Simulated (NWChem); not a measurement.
Basis-set dependence for P (+1)

```
P
```
Charge +1, spin multiplicity 3.

The numbers come from NWChem runs, not from measurements.

Hartree-Fock energies in Ha, correlation energies in mHa.

The correlated methods keep 5 core orbitals frozen. The Pople sets run with spherical d functions. The stability of the SCF solutions was not checked. Open-shell Hartree-Fock references start from PBE0 orbitals. No row is a measurement; the coupled-cluster row has its own basis-set and correlation limits.

```tsv
basis	functions	UHF	UMP2	SCS-UMP2	URI-MP2	CCSD on ROHF	CCSD[T] on ROHF	CCSD(T) on ROHF	CCSD on UHF	CCSD[T] on UHF	CCSD(T) on UHF	CCSDT on ROHF
cc-pVDZ	18	-340.34392	-49.5	-52.3	-49.5	-74.2	-75.3	-75.3	-70.0	-70.9	-70.9	-75.6
6-311G**	26	-340.34191	-50.1	-53.3	not run	-73.0	-74.1	-74.1	-69.1	-70.1	-70.1	-74.3
cc-pVTZ	34	-340.35192	-62.4	-65.8	-62.4	-87.3	-89.9	-89.9	-82.5	-84.8	-84.8	-90.4
cc-pVQZ	59	-340.35461	-66.5	-70.3	-66.5	-89.9	-92.9	-92.9	-85.0	-87.7	-87.6	not run
```

From cc-pVTZ to cc-pVQZ the Hartree-Fock energy moves by -2.7 mHa and the UMP2 correlation energy by -4.0 mHa, which is 6 % of its value in the larger set.
